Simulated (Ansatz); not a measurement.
For SiC (P6₃mc, No. 186), r²SCAN+rVV10 (Ansatz, a program for electronic structure, PAW) gives:

* **lattice constant a**: 3.076 Å
* **c axis length**: 15.094 Å
* **cohesive energy**: 6.59 eV/atom
* **band gap**: 2.35 eV

Task: What does HSE06 in Ansatz (PAW) give for the same quantities?

Result: 
- lattice constant a: 3.074 Å (hardly moves)
- lattice parameter c: 15.079 Å (drops by 0.1 %)
- cohesive energy: 6.42 eV/atom (decreases by 0.17 eV/atom)
- band gap: 2.92 eV (grows by 0.57 eV)

Changes are worked out from the printed values.

Unless a cell is named, each level is at its own relaxed cell (r²SCAN+rVV10 10.30, HSE06 10.28 Å³/atom).

Density-functional gaps are differences of (generalised) Kohn–Sham levels.

Caveats: the relaxation could not lower the start's symmetry, so the cell can be a saddle point above a distorted one (r²SCAN+rVV10, HSE06). Ansatz's density-functional and Hartree–Fock values are scalar-relativistic unless marked +SOC, with PAW data made under PBE.
